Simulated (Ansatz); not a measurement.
A nudged elastic band was laid between two geometries of AlBClH2 (5 atoms, charge 0, multiplicity 2).

Theory: UHF/def2-SVP (Ansatz).

```
movable images  : 9
climbing image  : yes
spring          : 5.0 eV/Å²
optimiser       : quadratic models (default)
start path      : through a guess of the saddle point
force threshold : 0.03 eV/Å
iteration limit : 60
end points      : relaxed
```

First end point:

```xyz
5
Properties=species:S:1:pos:R:3
Al -1.278 0.691 -0.072
B 0.700 -0.045 0.314
Cl 0.900 -1.646 1.062
H -2.040 0.438 -1.446
H 1.719 0.562 0.143
```

Last end point:

```xyz
5
Properties=species:S:1:pos:R:3
Al -0.911 0.170 -1.122
B 0.725 -0.078 0.245
Cl 0.858 -1.589 1.173
H -2.305 0.809 -0.697
H 1.633 0.689 0.401
```

(1) What changes between the two ends?

(2) Give the energies along the band, and the barrier.

(3) What is the geometry of the highest image?

(4) What are the harmonic wavenumbers there?

## Answers

(1) No bond is made or broken. The height of B2 over the plane of its neighbours goes from 0.04 to -0.04 Å. The two ends are copies of one structure, up to a mirror image or an exchange of like atoms.

(2) The forces met the threshold. The highest image is number 5 of 0 to 10, 0.42 eV above the ends, which have the same energy within 2 meV. A vibrational analysis at the climbing image gives one clearly imaginary mode, 592i cm⁻¹: a first-order saddle point.

```json
{"image": "0", "path coordinate (Å)": "0.00", "energy (eV)": "0.00", "height of B2 over the plane of its neighbours (Å)": "0.04"}
{"image": "1", "path coordinate (Å)": "0.18", "energy (eV)": "0.02", "height of B2 over the plane of its neighbours (Å)": "0.08"}
{"image": "2", "path coordinate (Å)": "0.37", "energy (eV)": "0.08", "height of B2 over the plane of its neighbours (Å)": "0.12"}
{"image": "3", "path coordinate (Å)": "0.55", "energy (eV)": "0.19", "height of B2 over the plane of its neighbours (Å)": "0.13"}
{"image": "4", "path coordinate (Å)": "0.74", "energy (eV)": "0.33", "height of B2 over the plane of its neighbours (Å)": "0.09"}
{"image": "5", "path coordinate (Å)": "0.92", "energy (eV)": "0.42", "height of B2 over the plane of its neighbours (Å)": "0.00"}
{"image": "6", "path coordinate (Å)": "1.11", "energy (eV)": "0.33", "height of B2 over the plane of its neighbours (Å)": "-0.09"}
{"image": "7", "path coordinate (Å)": "1.29", "energy (eV)": "0.19", "height of B2 over the plane of its neighbours (Å)": "-0.13"}
{"image": "8", "path coordinate (Å)": "1.48", "energy (eV)": "0.08", "height of B2 over the plane of its neighbours (Å)": "-0.12"}
{"image": "9", "path coordinate (Å)": "1.66", "energy (eV)": "0.02", "height of B2 over the plane of its neighbours (Å)": "-0.08"}
{"image": "10", "path coordinate (Å)": "1.85", "energy (eV)": "0.00", "height of B2 over the plane of its neighbours (Å)": "-0.04"}
```

(3) 
```xyz
5
Properties=species:S:1:pos:R:3
Al -1.028 0.360 -0.562
B 0.748 -0.102 0.324
Cl 0.979 -1.642 1.206
H -2.382 0.741 -1.252
H 1.683 0.643 0.283
```

(4) 592i, 162, 440, 610, 643, 811, 1083, 2074, 2738 cm⁻¹.

Run time: 63 s on 1 thread of Arm Neoverse V1, on a shared host, peak memory 0.12 GiB.
